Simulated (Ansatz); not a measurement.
# H8Si2: the cost of one run

Program: Ansatz 0.2.0. Level of theory: RHF/def2-SVP. These are calculated values, not measurements.

**1. The starting structure**

Bond lengths: Si1–H3 1.460 Å, Si1–H4 1.459 Å, Si1–H5 1.459 Å, Si1–Si6 2.520 Å, Si6–H7 1.460 Å, Si6–H8 1.460 Å, Si6–H9 1.460 Å. Angles: H3–Si1–H4 109.5°, H3–Si1–H5 109.5°, H3–Si1–Si6 178.9°, H4–Si1–H5 109.5°, H4–Si1–Si6 70.0°, H5–Si1–Si6 70.0°, Si1–Si6–H7 109.5°, Si1–Si6–H8 109.5°, Si1–Si6–H9 109.5°, H7–Si6–H8 109.4°, H7–Si6–H9 109.4°, H8–Si6–H9 109.4°.

Coordinates:

```xyz
10

Si    0.0000    0.0000    0.0000
H     0.0000    0.0000    1.8100
H     1.3768    0.0000   -0.4862
H    -0.6877    1.1914   -0.4862
H    -0.6877   -1.1914   -0.4862
Si   -2.3914    0.0000    0.7946
H    -3.1794   -0.9102   -0.0313
H    -2.4426   -0.4389    2.1861
H    -2.9397    1.3491    0.6900
H    -0.9452    0.0000    1.8966
```

**2. A restrained relaxation towards end A**

Springs on the bonds that form and break draw the guess towards this end; the thresholds are loose.

Input file input.yaml:

```yaml
crystal:
  periodic: [false, false, false]
  atoms:
    - { symbol: Si, position_ang: [0.0, 0.0, 0.0] }
    - { symbol: H, position_ang: [0.0, 0.0, 1.81] }
    - { symbol: H, position_ang: [1.3768, 0.0, -0.4862] }
    - { symbol: H, position_ang: [-0.6877, 1.1914, -0.4862] }
    - { symbol: H, position_ang: [-0.6877, -1.1914, -0.4862] }
    - { symbol: Si, position_ang: [-2.3914, 0.0, 0.7946] }
    - { symbol: H, position_ang: [-3.1794, -0.9102, -0.0313] }
    - { symbol: H, position_ang: [-2.4426, -0.4389, 2.1861] }
    - { symbol: H, position_ang: [-2.9397, 1.3491, 0.69] }
    - { symbol: H, position_ang: [-0.9452, 0.0, 1.8966] }
basis:
  gaussian: { orbitals: def2-SVP }
hamiltonian:
  xc: hf
relax:
  f_tol: 0.15
  max_steps: 25
  restrain:
    - { distance: [0, 5], at: 3.42, k: 30.0 }
    - { distance: [9, 1], at: 1.86, k: 30.0 }
    - { distance: [0, 1], at: 1.46, k: 30.0 }
    - { distance: [9, 5], at: 1.46, k: 30.0 }
```

On the command line:

```console
> ansatz run input.yaml --threads 1 --pin off --max-ram 2048MiB --backend cpu --events-out ev --progress --plain --runs-dir out
```

Q: Estimate wall time and peak memory on 1 thread of Intel Xeon Platinum 8488C (Sapphire Rapids), shared host.

About 7.7 s, with a peak of 0.16 GiB.
